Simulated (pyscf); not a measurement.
This saddle point was located with ωB97X-D3(BJ)/def2-SVP in PySCF.

```
Si
H 1 1.4855
H 1 1.4957 2 113.33
H 1 1.4968 2 110.99 3 117.26
H 1 1.7366 2 94.24 4 156.16
Si 5 1.7470 1 84.99 2 -93.21
F 6 1.6252 5 94.66 1 124.88
F 6 1.6257 7 104.56 5 -96.99
```

Surface: singlet, charge 0. Lowest wavenumbers (cm⁻¹): 585i, 125, 188, 262, 392.

Task: Which two sides does it connect, and which bonds change?

Result: F–SiH(F)–SiH₃ ⇌ silane (SiH₄) + difluorosilylene (F–Si:–F) [singlet], a 1,1-elimination read from left to right: Si–Si, H–Si broken and H–Si formed. At CCSD(T)/def2-TZVPP + ΔMP2(QZVPP) it lies +57.9 kcal/mol from the left side and +27.8 kcal/mol from the right (each side as separated species at their lowest minima found). One saddle was located; it need not be the lowest between these sides. The CCSD(T) − MP2 part came from Ansatz, without density fitting, on the same reference.
